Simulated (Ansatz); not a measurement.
Species: C$_{3}$H$_{4}$, SMILES `C(=C)=C` (charge 0, multiplicity 1), formula C3H4.

### Question
How many basis functions does frozen-core CCSD(T)/cc-pVQZ // r2SCAN-D4/def2-TZVP (Ansatz, an electronic-structure program) use, how many core orbitals are frozen, and how many electrons are correlated?

### Answer
285 basis functions and 3 frozen orbitals, which leaves 16 correlated electrons. Core time is of the order of minutes.
